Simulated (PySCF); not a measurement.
How the functional moves excitation energies

Species: fluoroacetylene, C2HF.
Numbering: `[CH:1]#[C:2][F:3]` (hydrogens: H4 on C1)

Linear-response calculations in the def2-SVPD basis (PySCF; singlets by full response, triplets Tamm–Dancoff, core orbitals frozen in the response; HF means time-dependent Hartree–Fock). 'Strongest' is the level of largest summed f among the singlets computed (10 roots, of which the last may lack a degenerate partner); it can jump between rows when another state enters that window. S1 is the lowest singlet of each run and needn't be the same state throughout; f(S1) is that of one state. Geometry: PBE0-D3(BJ)/def2-SVP; no solvent, vibrations or thermal averaging.

```csv
functional,kind,S1 (eV),f(S1),strongest (eV),T1 (eV),HOMO (eV),gap (eV),"ionisation energy, ΔSCF (eV)"
PBE0,"global hybrid, 25% exact exchange",7.24,0.000,9.76,5.79,-8.33,8.78,11.24
CAM-B3LYP,range-separated hybrid,7.10,0.000,7.18,5.82,-9.74,10.79,11.31
wB97X-D,range-separated hybrid,7.22,0.000,7.40,5.96,-10.25,12.27,11.24
LC-wPBE,range-separated hybrid,7.13,0.000,7.67,5.70,-11.19,13.30,11.31
```

Q: What does BHandHLYP (global hybrid, 50% exact exchange) give?

A: S1 (eV) 7.05, f(S1) 0.000, strongest (eV) 7.41, T1 (eV) 5.74, HOMO (eV) -9.54, gap (eV) 10.46, ionisation energy, ΔSCF (eV) 11.15. S1 runs from 7.05 eV (BHandHLYP) to 7.24 eV (PBE0), a spread of 0.19 eV, while the orbital gap spreads over 4.5 eV. −ε(HOMO) comes closest to its own ΔSCF ionisation energy with LC-wPBE (-0.12 eV) and misses most with PBE0 (-2.91 eV).
